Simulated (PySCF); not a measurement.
Isomers of CH3NO, one conformer each; single-point electronic energies without zero-point terms and without any empirical dispersion term.

Computed with PySCF at wB97X-D/pcSseg-2, non-relativistic, each on one gas-phase PBE0-D3(BJ)/def2-TZVP geometry that isn't relaxed in the solvent. The solvent is an IEF-PCM continuum (Bondi radii, 1.10 Å for H, scaled by 1.2). Only the electrostatic response of the medium enters.

```json
{"isomer": "`NC=O`", "relative energy, gas (kJ/mol)": "0.0", "dipole (D)": "4.05"}
{"isomer": "`C=NO`", "relative energy, gas (kJ/mol)": "222.3", "dipole (D)": "0.27"}
{"isomer": "`CN=O`", "relative energy, gas (kJ/mol)": "277.0", "dipole (D)": "2.51"}
```

Task: How do the relative energies look in chloroform (ε = 4.711)?

Result: 
```tsv
isomer	relative energy, solvent (kJ/mol)	E(solvent) − E(gas) (kJ/mol)	dipole in solvent (D)
`NC=O`	0.0	-29.0	4.89
`C=NO`	235.3	-16.0	0.43
`CN=O`	294.0	-12.1	3.00
```

The order is unchanged. Conformers: `[CH2:1]=[N:2][OH:3]` with C1–N2–O3–H 180°. `NC=O` gains most from the continuum, and it has the largest gas-phase dipole. The gains span 16.9 kJ/mol, the gas-phase energies 277.0 kJ/mol.
